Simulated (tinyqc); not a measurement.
Starting guesses with DIIS over 6 matrices: SCF starting guesses in the sto-6g basis, for H2O, spin multiplicity 1. Computed by the program tinyqc with PySCF. 

Geometry (angstrom):
```
atom       x        y       z
O     0.0000   0.0000  0.0000
H     0.0000   1.0230  0.6110
H     0.0000  -0.9820  0.5860
```

lowest restricted solution found by these runs and by PySCF = -75.611253 hartree

RHF with one setting changed at a time; a run stops when the energy changes by less than 1e-09 hartree and the error matrix is below 1e-5. Starts: the lowest orbitals of the core Hamiltonian, of the Wolfsberg-Helmholz matrix (K = 1.75), projected atomic densities, random orbitals, and the highest orbitals of the core Hamiltonian (a deliberately bad start).

Largest element of the error matrix X^T (FDS - SDF) X:
```
iteration     core  Wolfsberg-Helmholz  atomic densities   random  highest core orbitals
1          5.4e-01             5.0e-01           8.6e-01  7.4e+00                3.3e-01
2          3.0e-01             1.4e-01           2.1e-01  3.8e-01                6.0e-01
3          5.4e-02             3.8e-02           3.0e-02  9.1e-02                6.2e-01
4          1.6e-02             8.3e-03           6.1e-03  4.0e-02                6.1e-01
5          4.4e-03             2.7e-03           4.8e-04  5.8e-03                6.0e-01
6          3.2e-04             7.5e-05           1.7e-04  1.3e-03                5.9e-01
8          3.0e-06             1.8e-06           3.3e-07  9.5e-05                5.8e-02
10               -                   -                 -  8.0e-06                6.0e-03
14               -                   -                 -        -                5.6e-06
```

How each run ends:
```
run                    iterations  E (hartree)         state
core                            8   -75.611253  lowest found
Wolfsberg-Helmholz              8   -75.611253  lowest found
atomic densities                8   -75.611253  lowest found
random                         11   -75.611253  lowest found
highest core orbitals          15   -75.611253  lowest found
```

5 of 5 runs reach the lowest restricted solution found, in 8 to 15 iterations (fastest: core, Wolfsberg-Helmholz, atomic densities). The first errors are 5e-01, 5e-01, 9e-01, 7e+00, 3e-01; the deliberately bad start has the smallest one, so a small first error does not mark a good start.
